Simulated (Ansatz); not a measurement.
# BH4O (doublet): wave-function methods side by side at distance O1–H3 along a hydrogen transfer = 1.225 Å, cc-pVDZ

Aim: climb from Hartree-Fock through coupled cluster and multireference methods for BH4O (doublet) at one geometry and basis, and see what each rung misses.

The runs use Ansatz 0.2.0, Gaussian basis; cc-pVDZ, core rule «outside noble gas», up to 2 orbitals frozen.

The runs, in order: UHF; CCSD(T) on ROHF; CCSD(T) on UHF; BCCD(T) on ROHF; CISD; CCSDT(Q) on ROHF; CCSDT(Q) on UHF; CASSCF and MRCISD+Q, 3 electrons in 3 orbitals; CASSCF and NEVPT2, 3 electrons in 3 orbitals.

6 further runs of the same task are left out: 1 for a mislabelled method, 4 that didn't finish, 1 set aside as unsound or not needed.

### Step 1. What is computed

The geometry derives from fragments relaxed apart (PBE0/def2-TZVP) and kept rigid, so it is no stationary point. A hydrogen atom is moved between rigid fragments.

6 atoms, charge 0, spin multiplicity 2.

Atoms are counted from 1 here; the program's logs count them from 0.

Bond lengths: O1–H2 0.960 Å, O1–H3 1.225 Å, B4–H5 1.191 Å, B4–H6 1.191 Å. Angles: H2–O1–H3 105.1°, H5–B4–H6 129.4°.

### Step 2. UHF

Contents of in.yaml:

```yaml
crystal:
  periodic: [false, false, false]
  atoms:
    - {symbol: O, position_ang: [-1.208435, -0.030281, 0.000000]}
    - {symbol: H, position_ang: [-1.457745, 0.896295, 0.000000]}
    - {symbol: H, position_ang: [0.016565, -0.030281, 0.000000]}
    - {symbol: B, position_ang: [1.540565, -0.030281, 0.000000]}
    - {symbol: H, position_ang: [2.049638, -0.030281, 1.077008]}
    - {symbol: H, position_ang: [2.049637, -0.030281, -1.077009]}
basis:
  gaussian: {orbitals: cc-pVDZ}
magnetization: {spin_polarized: true, initial_magnetization: 1}
hamiltonian: {xc: hf}
output: {orbitals: {seedname: orbitals}}
```

Launch:

```console
> ansatz run in.yaml --threads 1 --pin off --events-out ev --progress --plain --max-ram 2393MiB
```

After this run come: CCSD(T) on ROHF; CCSD(T) on UHF; BCCD(T) on ROHF; CISD; CCSDT(Q) on ROHF; CCSDT(Q) on UHF; CASSCF and MRCISD+Q, 3 electrons in 3 orbitals; CASSCF and NEVPT2, 3 electrons in 3 orbitals.

**Question.** What will the summary of the whole plan be? Wanted: UCCSDT(Q) below the RHF energy; RMP2 from UCCSDT(Q); UMP2 from UCCSDT(Q); RCCSD from UCCSDT(Q); RCCSD(T) from UCCSDT(Q); UCCSD(T) from UCCSDT(Q); RCCSDT(Q) from UCCSDT(Q); NEVPT2 pair from UCCSDT(Q); MRCISD+Q pair from UCCSDT(Q).

As calculated:

| quantity | value |
| --- | --- |
| UCCSDT(Q) below the RHF energy | -8.9731 eV |
| RMP2 from UCCSDT(Q) | +91.5 kJ/mol |
| UMP2 from UCCSDT(Q) | +107.9 kJ/mol |
| RCCSD from UCCSDT(Q) | +21.1 kJ/mol |
| RCCSD(T) from UCCSDT(Q) | +3.9 kJ/mol |
| UCCSD(T) from UCCSDT(Q) | +4.0 kJ/mol |
| RCCSDT(Q) from UCCSDT(Q) | 0.0 kJ/mol |
| NEVPT2 pair from UCCSDT(Q) | +95.6 kJ/mol |
| MRCISD+Q pair from UCCSDT(Q) | +10.6 kJ/mol |
| levels within 1 kcal/mol (43 meV) | RCCSD(T), UCCSD(T), BCCD(T), RCCSDT, UCCSDT, RCCSDT(Q) |
| T1 diagnostic | 0.021 |

**Reading.** RCCSD(T) misses by +3.9 kJ/mol, 0.4 % of the correlation energy. Of the multireference levels listed MRCISD+Q pair comes nearest in total energy (+10.6 kJ/mol), which doesn't show that its space is the better one. These misses are within one basis, not against nature; the frozen cores of restricted and unrestricted runs differ, which can shift their rows.
